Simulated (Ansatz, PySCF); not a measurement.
This PySCF input computes a B3LYP/def2-TZVPD energy:

```python
from pyscf import gto, scf, dft

mol = gto.M(
    atom='''
    Si    0.04390558   -0.06769682   -0.01869154
    H    -0.15716933    1.17845905   -0.86390070
    H    -0.74566751    0.21360056    1.24825763
    H     1.45766956    0.44463684    0.60925713
    H    -1.16951085   -0.88894093   -0.73193245
    ''',
    basis='def2-tzvpd',
    charge=-1,
    spin=1,
    verbose=4,
)

mf = dft.UKS(mol, xc='b3lyp').density_fit(auxbasis='def2-universal-jkfit')
mf.grids.level = 3
mf.conv_tol = 1e-9
mf.max_cycle = 100
mf.max_memory = 1500
mf.kernel()
if not mf.converged:
    mf = mf.newton()
    mf.kernel(mf.make_rdm1())
for _ in range(2):
    mo, _, stable, _ = mf.stability(return_status=True)
    if stable:
        break
    mf.kernel(mf.make_rdm1(mo, mf.mo_occ))
mf.analyze()
```

Problem. Write an input for the same energy in Ansatz (an electronic-structure program) and say what it gives.

Solution. 
Ansatz 0.2 input:
```yaml
crystal:
  periodic: [false, false, false]
  atoms:
    - {symbol: Si, position_ang: [0.04390558, -0.06769682, -0.01869154]}
    - {symbol: H, position_ang: [-0.15716933, 1.17845905, -0.86390070]}
    - {symbol: H, position_ang: [-0.74566751, 0.21360056, 1.24825763]}
    - {symbol: H, position_ang: [1.45766956, 0.44463684, 0.60925713]}
    - {symbol: H, position_ang: [-1.16951085, -0.88894093, -0.73193245]}
basis:
  gaussian:
    orbitals: def2-TZVPD
hamiltonian:
  xc: {name: B3LYP}
total_charge: -1
magnetization: {spin_polarized: true, initial_magnetization: 1}
output: {forces: true}
```
It gives -291.86484 Eh, and PySCF -291.86489 Eh, a difference of 0.05 mEh, from the treatment of integrals and grids.
